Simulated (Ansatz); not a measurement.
The input, for Ansatz 0.2.0:

```yaml
crystal:
  periodic: [false, false, false]
  atoms:
    - {symbol: B, position_ang: [0.000000, 0.000000, 0.000000]}
    - {symbol: H, position_ang: [0.000000, 0.000000, 1.194000]}
basis:
  gaussian: {orbitals: cc-pVQZ}
magnetization: {spin_polarized: false, initial_magnetization: 2}
correlation: {method: fci, electrons: outside_noble_gas}
```

```sh
$ ansatz run in.yaml --threads 1 --pin off --events-out ev --progress --plain --max-ram 2393MiB
```

Question: Roughly how long does this take on 1 thread of Arm Neoverse N1, shared host, and how much host memory?

Answer: 73 s wall and 0.58 GiB.

```
973 factors; integrals over basis functions are off by at most 1.7e-7 eV
mean field evaluation 1: about -682.1337 eV, gradient 7.6e0 eV
mean field evaluation 2: about -682.1339 eV, gradient 7.6e0 eV
mean field evaluation 4: about -683.4212 eV, gradient 1.4e0 eV
mean field evaluation 8: about -683.4614 eV, gradient 1.4e-4 eV
mean field evaluation 16: about -683.4614 eV, gradient 1.2e-4 eV
mean field -683.46142978 eV, -25.1167442777 hartree, gradient 7.5e-6 eV, S^2 2.000000; 2 other end points of the search recorded, 0 dependent functions left out
mean field evaluation 32: about -683.4954 eV, gradient 2.2e-4 eV
1 core orbitals not correlated: weight in the atoms' cores, before any rotation towards them, 1.000 or more for the frozen orbitals, at most 0.000 for the correlated occupied ones
reference -683.46142978 eV, -25.1167442777 hartree; 3, 1 occupied and 81, 83 virtual orbitals, 973 factors
state -685.37026153 eV, -25.1868925508 hartree
Total energy: -685.37026153 eV, -25.1868925508 hartree
```

Natural occupations: 1.9460 0.9899 0.9878 0.0191 0.0180 0.0075 0.0072 0.0055 0.0040 0.0038 0.0036 0.0029 0.0007 0.0007 0.0005 0.0004 0.0003 0.0003 0.0002 0.0002 0.0002 0.0001 0.0001 0.0001.
